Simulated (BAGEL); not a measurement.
# SiH3O (SMILES [O][SiH3]): FCI/STO-3G (density fitting with qzvpp-jkfit)

What is the energy change on altering one bond length of SiH3O at FCI/STO-3G (density fitting with qzvpp-jkfit)? 

The results are computed with BAGEL 1.2.2.

2 further runs of the same task are left out: 1 that didn't finish, 1 set aside as unsound or not needed.

### 1 Starting point

SiH3O has 5 atoms, charge 0, and is taken as a doublet. SMILES: `[O][SiH3]`. The shape is that of a GFN2-xTB optimisation.

Bond lengths: O1–Si2 1.530 Å, Si2–H3 1.490 Å, Si2–H4 1.494 Å, Si2–H5 1.496 Å. Angles: O1–Si2–H3 115.3°, O1–Si2–H4 114.5°, O1–Si2–H5 114.3°, H3–Si2–H4 104.6°, H3–Si2–H5 104.2°, H4–Si2–H5 102.6°.

### 2 A single-point energy at FCI/STO-3G (density fitting with qzvpp-jkfit)

The input, calc.json:

```json
{ "bagel" : [

{
  "title" : "molecule",
  "basis" : "sto-3g",
  "df_basis" : "qzvpp-jkfit",
  "angstrom" : "true",
  "geometry" : [
    { "atom" : "O", "xyz" : [   -1.416610,    0.267850,    0.690210 ] },
    { "atom" : "Si", "xyz" : [   -0.065850,    0.007840,    0.019870 ] },
    { "atom" : "H", "xyz" : [   -0.120650,   -0.242400,   -1.447490 ] },
    { "atom" : "H", "xyz" : [    0.685890,   -1.159260,    0.572930 ] },
    { "atom" : "H", "xyz" : [    0.917210,    1.125960,    0.164480 ] }
  ]
},
{ "title" : "hf", "charge" : 1 },
{ "title" : "fci", "nstate" : 1, "ncore" : 6, "nspin" : 1 }

]}
```

Run with:

```bash
BAGEL_NUM_THREADS=1 BAGEL calc.json > calc.out
```

What it wrote:

```text
* using 1 threads per process

  ===============================================================
  ===============================================================

  *** Geometry ***

  { "atom" : "O", "xyz" : [     -2.677005,      0.506163,      1.304308 ] },
  { "atom" : "Si", "xyz" : [     -0.124438,      0.014815,      0.037549 ] },
  { "atom" : "H", "xyz" : [     -0.227995,     -0.458070,     -2.735360 ] },
  { "atom" : "H", "xyz" : [      1.296144,     -2.190684,      1.082681 ] },
  { "atom" : "H", "xyz" : [      1.733276,      2.127756,      0.310822 ] },

  Number of auxiliary basis functions:      259

  Since a DF basis is specified, we compute 2- and 3-index integrals:
    o Being stored without compression. Storage requirement is 0.001 GB

  Number of basis functions:       17
  Number of electrons      :       25

    * METHOD: MOLECULE                             0.07

  *** RHF ***

  === Nuclear Repulsion ===
    59.2808867397

      * DIIS with orbital gradients will be used.

  === RHF iteration (sto-3g) ===
      0       -360.58698384          0.03791699           0.00
      1       -360.67289259          0.02423909           0.00
      2       -360.72269688          0.00597723           0.00
[... 22 lines of this table left out ...]
     25       -360.73194955          0.00000000           0.00
    * SCF iteration converged.

    * Permanent dipole moment:
           (   -0.219152,    -0.105988,    -0.232491) a.u.

    * METHOD: HF                                   0.14

  ---------------------------
        FCI calculation
  ---------------------------

  Performs exactly the same way as Knowles & Handy 1984 CPL

  o alpha-beta strings
      length:           792
  o size of the space
      determinant space:  152460
      spin-adapted space: 76230

  o single displacement lists (alpha)
      length:         11550
  o single displacement lists (beta)
      length:         16632

     guess   0:   closed 111111.....          open ......1....

  === FCI iteration ===

      0  0      -361.04371162     1.13e-03      0.25
      1  0      -361.18221884     5.48e-04      0.25
      2  0      -361.20732861     2.18e-04      0.25
[... 16 lines of this table left out ...]
     19  0      -361.21088368     9.97e-07      0.25
    ** throwing out 1 trial vectors **
     20  0      -361.21088380     7.58e-07      0.25
    ** throwing out 1 trial vectors **
     21  0      -361.21088384     3.34e-07      0.25
    ** throwing out 1 trial vectors **
     22  0      -361.21088384     1.44e-07      0.25
    ** throwing out 1 trial vectors **
     23  0      -361.21088385     6.57e-08      0.26
    ** throwing out 1 trial vectors **
     24  0      -361.21088385     2.67e-08      0.25
    ** throwing out 1 trial vectors **
     25  0      -361.21088385     1.09e-08      0.25
    ** throwing out 1 trial vectors **
     26  0      -361.21088385     5.02e-09      0.25
    ** throwing out 1 trial vectors **
     27  0      -361.21088385     2.42e-09      0.26
    ** throwing out 1 trial vectors **
     28  0      -361.21088385     1.19e-09      0.26
    ** throwing out 1 trial vectors **
     29  0      -361.21088385     5.27e-10      0.26
    ** throwing out 1 trial vectors **
     30  0      -361.21088385     2.29e-10      0.26
    ** throwing out 1 trial vectors **
     31  0      -361.21088385     1.05e-10      0.26
    ** throwing out 1 trial vectors **
     32  0 *    -361.21088385     5.03e-11      0.23

     * ci vector, state   0, <S^2> = 0.7500
       222222a....     0.9180710264
       2222a22....     0.1970232998
       222a22ab...    -0.1141006130
       222b22aa...     0.1067849564
       22a222a..b.     0.0718462170
       2a2222ab...    -0.0716693318
       22222ba..a.     0.0704663633
       22222aa..b.    -0.0663595175
       a22222ab...    -0.0581265440
       2222.2a.2..     0.0574985334
       2b2222aa...     0.0568287907
       2222b2a.a..    -0.0561239498
       22b222a..a.    -0.0557912937
       2222a2b.a..    -0.0534665042

    * METHOD: FCI                                  8.40

  ===============================================================
```

Wall time 9 s (1 thread of Arm Neoverse N1, shared host); peak memory 0.25 GiB.

### 3 The distorted shape

The input, fci.json:

```json
{ "bagel": [

{
  "title": "molecule",
  "basis": "sto-3g",
  "df_basis": "qzvpp-jkfit",
  "angstrom": true,
  "geometry": [
    { "atom": "O", "xyz": [   -2.318702,    1.668377,    0.026535 ] },
    { "atom": "Si", "xyz": [   -0.967942,    1.408367,   -0.643805 ] },
    { "atom": "H", "xyz": [   -1.022742,    1.158127,   -2.111165 ] },
    { "atom": "H", "xyz": [    0.685890,   -1.159260,    0.572930 ] },
    { "atom": "H", "xyz": [    0.015118,    2.526487,   -0.499195 ] }
  ]
},
{ "title": "hf", "charge": 1 },
{ "title": "fci", "nstate": 1, "ncore": 6, "nspin": 1 }

]}
```

Run with:

```bash
BAGEL_NUM_THREADS=1 BAGEL fci.json > fci.out
```

What it wrote:

```text
* using 1 threads per process

  ===============================================================
  ===============================================================

  *** Geometry ***

  { "atom" : "O", "xyz" : [     -4.381712,      3.152776,      0.050144 ] },
  { "atom" : "Si", "xyz" : [     -1.829145,      2.661428,     -1.216615 ] },
  { "atom" : "H", "xyz" : [     -1.932702,      2.188543,     -3.989524 ] },
  { "atom" : "H", "xyz" : [      1.296144,     -2.190684,      1.082681 ] },
  { "atom" : "H", "xyz" : [      0.028569,      4.774368,     -0.943342 ] },

  Number of auxiliary basis functions:      259

  Since a DF basis is specified, we compute 2- and 3-index integrals:
    o Being stored without compression. Storage requirement is 0.001 GB

  Number of basis functions:       17
  Number of electrons      :       25

    * METHOD: MOLECULE                             0.07

  *** RHF ***

  === Nuclear Repulsion ===
    55.7489395566

      * DIIS with orbital gradients will be used.

  === RHF iteration (sto-3g) ===
      0       -360.20563259          0.04550806           0.00
      1       -358.59268254          0.13522137           0.00
      2       -360.44155250          0.01721756           0.00
[... 25 lines of this table left out ...]
     28       -360.53128433          0.00000001           0.00
    * SCF iteration converged.

    * Permanent dipole moment:
           (   -2.410597,     2.725771,    -0.833992) a.u.

    * METHOD: HF                                   0.14

  ---------------------------
        FCI calculation
  ---------------------------

  Performs exactly the same way as Knowles & Handy 1984 CPL

  o alpha-beta strings
      length:           792
  o size of the space
      determinant space:  152460
      spin-adapted space: 76230

  o single displacement lists (alpha)
      length:         11550
  o single displacement lists (beta)
      length:         16632

     guess   0:   closed 111111.....          open ......1....

  === FCI iteration ===

      0  0      -360.86127015     1.18e-03      0.25
      1  0      -361.04810630     6.93e-04      0.25
      2  0      -361.09405653     3.74e-04      0.25
[... 16 lines of this table left out ...]
     19  0      -361.10838656     1.92e-07      0.26
    ** throwing out 1 trial vectors **
     20  0      -361.10838657     1.27e-07      0.25
    ** throwing out 1 trial vectors **
     21  0      -361.10838657     9.09e-08      0.25
    ** throwing out 1 trial vectors **
     22  0      -361.10838657     6.84e-08      0.25
    ** throwing out 1 trial vectors **
     23  0      -361.10838657     4.09e-08      0.26
    ** throwing out 1 trial vectors **
     24  0      -361.10838657     2.25e-08      0.26
    ** throwing out 1 trial vectors **
     25  0      -361.10838657     1.40e-08      0.26
    ** throwing out 1 trial vectors **
     26  0      -361.10838657     9.74e-09      0.25
    ** throwing out 1 trial vectors **
     27  0      -361.10838657     7.65e-09      0.26
    ** throwing out 1 trial vectors **
     28  0      -361.10838657     6.47e-09      0.25
    ** throwing out 1 trial vectors **
     29  0      -361.10838657     4.71e-09      0.25
    ** throwing out 1 trial vectors **
     30  0      -361.10838657     3.18e-09      0.27
    ** throwing out 1 trial vectors **
     31  0      -361.10838657     1.94e-09      0.26
    ** throwing out 1 trial vectors **
     32  0      -361.10838657     1.10e-09      0.25
    ** throwing out 1 trial vectors **
     33  0      -361.10838657     6.20e-10      0.26
    ** throwing out 1 trial vectors **
     34  0      -361.10838657     3.19e-10      0.26
    ** throwing out 1 trial vectors **
     35  0      -361.10838657     1.47e-10      0.26
    ** throwing out 1 trial vectors **
     36  0 *    -361.10838657     6.84e-11      0.23

     * ci vector, state   0, <S^2> = 0.7500
       222222a....    -0.8127256507
       22222a2....     0.4141438293
       22222.a2...    -0.2262983358
       22222a.2...    -0.1326091542
       2222a2a..b.    -0.0584780737
       2222b2a..a.     0.0583743180
       22222aba...    -0.0528867180

    * METHOD: FCI                                  9.49

  ===============================================================
```

It took 9.9 s on 1 thread of Arm Neoverse N1, shared host; peak memory 0.25 GiB.

### 4 What came out

Level: FCI/STO-3G (density fitting with qzvpp-jkfit), 6 core orbitals frozen.

```
                                                          quantity          value
                                         first shape: total energy  -361.21088 Eh
                                     distorted shape: total energy  -361.10839 Eh
energy change with the Si2–H4 bond stretched from 1.494 to 3.288 Å       2.789 eV
```

**Reading.** With the Si2–H4 bond stretched from 1.494 to 3.288 Å the energy rises by 2.79 eV (269 kJ/mol). The first shape isn't relaxed at this level, so the change isn't measured from a minimum. The minimal basis adds a large error of its own.
